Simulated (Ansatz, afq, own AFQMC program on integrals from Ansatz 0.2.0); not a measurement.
## Breaking Si2–Cl1 in SiBrCl, singlet

```xyz
3

Cl    0.7220    1.4325    0.5421
Si   -0.7702    0.2997   -0.3858
Br    0.0373   -1.7970   -0.1696
```

Products: SiBr (doublet) and Cl (doublet), each relaxed with PBE0/def2-SVP like the molecule; electronic energies without zero-point terms. Determinants: RHF, UHF and UHF in that order.

Basis def2-TZVP. Noble-gas cores (and the filled d shells of Ga–Kr and In–Xe) are frozen. Integrals, coupled cluster, full CI and functionals: Ansatz 0.2.0; the random walks run on the same integrals in our own AFQMC program. ph-AFQMC/CISD is guided by a CISD state made of CCSD amplitudes; releasing the constraint for a short imaginary time cuts its bias at the price of noise, slowly where states lie close. Uncertainties: one standard error, sampling alone. No spin–orbit coupling. The errors of all members are added in quadrature.

No full CI on the walks' own integrals is used here; CCSDT(Q) serves as the reference and is uncertain by about the last step of the cluster series. Each member takes its own surest rung, up to full CI.

The best estimate is CCSD(T) at the basis-set limit (CBS: def2-TZVPP and def2-QZVPP, with their diffuse functions for anions and beside diffuse sets, CCSD(T) itself extrapolated) plus the step from CCSD(T) to CCSDT(Q) in def2-TZVP. Rows without CBS are in def2-TZVP; B2PLYP and the wave-function rows carry a basis error of their own. Core correlation and relativity beyond core potentials are missing, and ± holds the sampling alone.

Cautions: inner d shell frozen; no relativity below Rb; no spin-orbit coupling; SiBrCl (singlet): restricted determinant unstable towards unrestricted (UHF 6 meV lower, ⟨S²⟩ 0.10); SiBr (doublet): the released energies have errors that jump between times, so the bars are unsure, so no released level is given (meV from the phaseless value at times in 1/Eh: 0 ± 3 at 0.24, -5020 ± 5019 at 0.51, -9 ± 3 at 0.99, -23 ± 10 at 1.62, -7 ± 5 at 2.40), though the last usable value meets CCSDT(Q) within the noise, its ph-AFQMC/CISD value lies 16 ± 4 meV above CCSDT(Q).

```json
{"level": "B2PLYP", "bond energy (eV)": "4.353"}
{"level": "wB97M-V", "bond energy (eV)": "4.613"}
{"level": "r2SCAN", "bond energy (eV)": "4.484"}
```

(1) From these cheaper values, estimate the bond energy at the level of the best estimate.

(1) 4.529 eV (best estimate, highest rung CCSDT(Q)).

```json
{"level": "HF", "bond energy (eV)": "3.144", "error against the best estimate (eV)": "-1.385"}
{"level": "MP2", "bond energy (eV)": "4.563", "error against the best estimate (eV)": "0.034"}
{"level": "CCSD", "bond energy (eV)": "4.158", "error against the best estimate (eV)": "-0.371"}
{"level": "CCSD(T)", "bond energy (eV)": "4.293", "error against the best estimate (eV)": "-0.236"}
{"level": "CCSDT", "bond energy (eV)": "4.278", "error against the best estimate (eV)": "-0.251"}
{"level": "CCSDT(Q)", "bond energy (eV)": "4.291", "error against the best estimate (eV)": "-0.238"}
{"level": "ph-AFQMC/CISD", "bond energy (eV)": "4.310 ± 0.009", "error against the best estimate (eV)": "-0.219 ± 0.009"}
{"level": "HF/CBS", "bond energy (eV)": "3.156", "error against the best estimate (eV)": "-1.373"}
{"level": "MP2/CBS", "bond energy (eV)": "4.788", "error against the best estimate (eV)": "0.259"}
{"level": "CCSD(T)/CBS", "bond energy (eV)": "4.532", "error against the best estimate (eV)": "0.003"}
{"level": "PBE", "bond energy (eV)": "4.539", "error against the best estimate (eV)": "0.010"}
{"level": "PBE0", "bond energy (eV)": "4.419", "error against the best estimate (eV)": "-0.110"}
{"level": "B3LYP", "bond energy (eV)": "4.278", "error against the best estimate (eV)": "-0.250"}
```

Correlation beyond CCSD(T) takes off 0.003 eV. Going to the basis-set limit adds 0.238 eV at CCSD(T). The perturbative (T) step is worth +0.135 eV.

Best estimates are given only where the step beyond CCSD(T) is under 0.3 eV and no member's determinant is very poor (T1 over 0.05, or 0.07 for open shells, ⟨S²⟩ too high by 0.3, two states mixed), so the hardest cases are missing from such tables.

The functionals ran in a triple-zeta set and keep a basis error of their own, a few kJ/mol for each bond in atomization energies and more for double hybrids, so close places among them and the extrapolated levels can swap.

CCSDT and higher add their correlation energy to the determinant of the CCSD(T) run, since their own runs factorise the integrals more tightly (a shift of under 2 meV). Each member of a difference takes its own highest rung, so a best estimate needn't equal the limit plus the step of one row. A walk keeps the symmetry of its determinant, which the program's search chose and which needn't be the lowest solution, so a lower state of the same spin and another symmetry isn't excluded.
